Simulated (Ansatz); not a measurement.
## HAlSi, singlet: reading a ladder of total energies

Geometry: a point of a stretch scan, not a stationary point.

| atom | x (Å) | y (Å) | z (Å) |
| --- | --- | --- | --- |
| Si | 0.0000 | 0.0000 | 2.2196 |
| Al | 0.0000 | 0.0000 | -0.3124 |
| H | 0.0000 | 0.0000 | -1.9072 |

Basis 6-31G; Ansatz 0.2.0. Only valence electrons are correlated (noble-gas cores frozen), which leaves 8 electrons in 18 orbitals. R marks a restricted (for open shells ROHF) determinant.

Full CI is exact within this basis and frozen core; it isn't the basis-set limit.

The determinant fills πx and πy unequally, so it is a mixture of Σ and Δ, which weighs on every level built on one determinant.

Runs differ by some tens of microhartree through their thresholds, so steps under 0.03 kcal/mol mean nothing.

```json
{"level": "RHF", "total energy (hartree)": "-531.245052"}
{"level": "RMP2", "total energy (hartree)": "-531.318549"}
{"level": "RCCSD", "total energy (hartree)": "-531.346120"}
{"level": "RCCSD(T)", "total energy (hartree)": "-531.349736"}
{"level": "RCCSDT*", "total energy (hartree)": "-531.351964"}
{"level": "RCCSDT(Q)*", "total energy (hartree)": "-531.353548"}
{"level": "RCCSDTQ*", "total energy (hartree)": "-531.353925"}
{"level": "full CI", "total energy (hartree)": "-531.354036"}
```

Q: What is the correlation energy at full CI, and what share of it do RMP2 and RCCSD recover?

A: E(corr) = -531.354036 − (-531.245052) = -0.108984 hartree = -2.966 eV. RMP2: -0.073497 / -0.108984 = 67.44 %. RCCSD: -0.101068 / -0.108984 = 92.74 %.

Q: By how many kcal/mol does RCCSD(T) miss full CI (1 hartree = 627.509 kcal/mol), and which steps make up the rest?

A: -531.349736 − (-531.354036) = 0.004300 hartree = 2.70 kcal/mol. Steps: RCCSDT − RCCSD(T) = -1.40, RCCSDT(Q) − RCCSDT = -0.99, RCCSDTQ − RCCSDT(Q) = -0.24, full CI − RCCSDTQ = -0.07 kcal/mol. With more than one leading determinant such errors change with state and geometry, and needn't cancel in differences.

An asterisk marks runs whose energy the program itself flagged as in doubt.
